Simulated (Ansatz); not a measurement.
HAlGa, quartet: stretch scan

Starting geometry (PBE0/def2-TZVP stationary point for this spin, not checked as a minimum):

```xyz
3

Al    0.0000    0.0000    0.2539
Ga    0.0000    0.0000   -2.0897
H     0.0000    0.0000    1.8358
```

From there Ga2 moves along the line of the two atoms named below, all else staying in place; atoms are numbered as listed. Energies are in eV, counted from the starting geometry at the same level.

Basis 6-31G (Cartesian d functions); Ansatz 0.2.0. Correlated methods freeze the noble-gas cores and the filled d shells of p-block atoms. Prefix R: restricted or restricted open-shell reference; prefix U: unrestricted. No spin–orbit coupling is included, and no scalar relativity.

Coupled cluster chose its determinant by trial CCSD, here up to 0.61 eV above the lowest Hartree–Fock solution of its kind. The reference follows the lowest state, whose symmetry changes from Σ⁻ or Δ to Π between 5.126 and 6.374.

Full CI is exact within this basis and frozen core; it isn't the basis-set limit. The frozen core follows each run's orbitals, which can shift R against U totals by a few meV for light atoms and by up to 0.1 eV past Ca.

```json
{"distance Al1-Ga2 (Å)": "1.841", "full CI": "2.869", "unpaired electrons (full CI)": "3.02", "error RCCSDT": "-0.006", "error UCCSDT": "-0.008", "error RCCSDT(Q)": "-0.002", "error UCCSDT(Q)": "-0.005"}
{"distance Al1-Ga2 (Å)": "2.072", "full CI": "0.758", "unpaired electrons (full CI)": "3.03", "error RCCSDT": "-0.004", "error UCCSDT": "-0.005", "error RCCSDT(Q)": "-0.002", "error UCCSDT(Q)": "-0.003"}
{"distance Al1-Ga2 (Å)": "2.344", "full CI": "0.000", "unpaired electrons (full CI)": "3.04", "error RCCSDT": "0.000", "error UCCSDT": "0.000", "error RCCSDT(Q)": "0.000", "error UCCSDT(Q)": "0.000"}
{"distance Al1-Ga2 (Å)": "2.627", "full CI": "0.068", "unpaired electrons (full CI)": "3.06", "error RCCSDT": "0.005", "error UCCSDT": "0.006", "error RCCSDT(Q)": "0.002", "error UCCSDT(Q)": "0.004"}
{"distance Al1-Ga2 (Å)": "2.844", "full CI": "0.322", "unpaired electrons (full CI)": "3.07", "error RCCSDT": "0.005", "error UCCSDT": "0.008", "error RCCSDT(Q)": "0.002", "error UCCSDT(Q)": "0.006"}
{"distance Al1-Ga2 (Å)": "3.257", "full CI": "0.820", "unpaired electrons (full CI)": "3.10", "error RCCSDT": "0.002", "error UCCSDT": "0.008", "error RCCSDT(Q)": "0.001", "error UCCSDT(Q)": "0.005"}
{"distance Al1-Ga2 (Å)": "3.760", "full CI": "1.222", "unpaired electrons (full CI)": "3.16", "error RCCSDT": "0.001*", "error UCCSDT": "0.006*", "error RCCSDT(Q)": "-0.001*", "error UCCSDT(Q)": "0.004*"}
{"distance Al1-Ga2 (Å)": "4.407", "full CI": "1.461", "unpaired electrons (full CI)": "3.28", "error RCCSDT": "0.000*", "error UCCSDT": "0.005*", "error RCCSDT(Q)": "-0.001*", "error UCCSDT(Q)": "0.004*"}
{"distance Al1-Ga2 (Å)": "5.126", "full CI": "1.548", "unpaired electrons (full CI)": "3.32", "error RCCSDT": "-0.002*", "error UCCSDT": "0.003*", "error RCCSDT(Q)": "0.001*", "error UCCSDT(Q)": "0.005*"}
{"distance Al1-Ga2 (Å)": "6.374", "full CI": "1.575", "unpaired electrons (full CI)": "3.05", "error RCCSDT": "-0.007", "error UCCSDT": "-0.002", "error RCCSDT(Q)": "-0.002", "error UCCSDT(Q)": "0.003"}
{"distance Al1-Ga2 (Å)": "8.127", "full CI": "1.580", "unpaired electrons (full CI)": "3.05", "error RCCSDT": "-0.007", "error UCCSDT": "-0.002", "error RCCSDT(Q)": "-0.002", "error UCCSDT(Q)": "0.003"}
```

An asterisk marks runs whose energy the program itself flagged as in doubt.

Unpaired electrons are Σ n²(2−n)² over natural occupations. Errors are those of relative energies. In total energy the starting point itself misses full CI by: RCCSDT 0.007, UCCSDT 0.002, RCCSDT(Q) 0.002, UCCSDT(Q) -0.003 eV.

Spread of the error over the points with a reference, to 8.127 Å (largest less smallest): RCCSDT(Q) 0.005, UCCSDT(Q) 0.011, RCCSDT 0.013, UCCSDT 0.017 eV.
